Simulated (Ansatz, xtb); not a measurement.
## Two conformers of C3H7FO+

We compare X, the doublet with the links of `[OH2+]C[CH]CF`, with Y, the doublet with the links of `[OH2+]C[CH]CF`. Both are isolated ions in the gas phase, relaxed with PBE0-D3(BJ)/pcseg-1.

X (Å):

```xyz
12

C     1.4058    0.9365    1.4308
C     0.1829    0.6325    0.6863
C    -0.0102    1.1682   -0.6753
F     1.2686    1.3158   -1.2835
O     2.5841    0.3536    0.6120
H     3.4671    0.6527    0.9132
H     2.4260    0.6339   -0.3379
H     1.6319    2.0079    1.5119
H     1.4831    0.4349    2.3960
H    -0.6053    0.0491    1.1587
H    -0.4610    2.1722   -0.6859
H    -0.5992    0.5008   -1.3127
```

Y (Å):

```xyz
12

C    -0.4493   -0.3772    0.3994
C    -0.9136   -0.3122   -0.9874
C    -2.3541   -0.1459   -1.2653
F    -3.0847   -0.7431   -0.2034
O    -1.1060   -1.5845    1.1168
H    -0.7423   -2.4453    0.8232
H    -2.0742   -1.5494    0.8644
H     0.6221   -0.5338    0.5329
H    -0.7958    0.4400    1.0432
H    -0.1947   -0.2958   -1.8053
H    -2.6696   -0.6316   -2.1949
H    -2.6655    0.9100   -1.2873
```

Energies in hartree; the thermal terms are from PBE0-D3(BJ)/pcseg-1 harmonic frequencies (ideal gas, rigid rotor, one conformer each, 1000 K, 1 atm) and include the zero-point energy:

```
                              X           Y
E, CCSD(T)/def2-SVP  −292.266642  −292.266625
    E, MP2/def2-SVP  −292.196342  −292.196303
  E, MP2/def2-TZVPP  −292.748334  −292.748153
  zero-point energy     0.100384     0.100504
      H(1000 K) − E     0.150890     0.151022
      G(1000 K) − E    −0.042269    −0.042081
```

Q: Correct the CCSD(T) difference for the basis set by the MP2 change, then work out ΔE, ΔE₀, ΔH and ΔG for X → Y in kcal/mol (1 Eh = 627.51 kcal/mol) and the equilibrium ratio [Y]/[X].

A: 1. Differences Y − X: CCSD(T) +0.000017, MP2 in the small set +0.000039, MP2 in the large set +0.000181 Eh.
2. ΔE = +0.000017 + (+0.000181 − (+0.000039)) = +0.000159 Eh = +0.10 kcal/mol.
3. ΔE₀ = ΔE + ΔZPE = +0.000159 + (+0.000120) Eh = +0.18 kcal/mol.
4. ΔH = ΔE + (+0.000132) Eh = +0.18 kcal/mol.
5. ΔG = ΔE + (+0.000188) Eh = +0.22 kcal/mol, so ΔS = (ΔH − ΔG)/T = −0.1 J/(mol K).
6. kT = 3.1668 mEh, so K = [Y]/[X] = exp(−ΔG/kT) = exp(−0.11) ≈ 0.9.

The two are too close for this level to say which is favoured. An error of 1 kcal/mol in ΔG would change K by a factor of 1.7. Mirror images and further conformers aren't counted.

Other levels gave ΔE = −0.1 (PBE0-D3(BJ)/pcseg-1); +0.3 (HF/def2-SVP); 0.0 (MP2/def2-SVP); 0.0 (CCSD(T)/def2-SVP) kcal/mol. Open shells are spin-unrestricted. The correlated steps freeze 5 core orbitals. Programs: Ansatz 0.2.0.
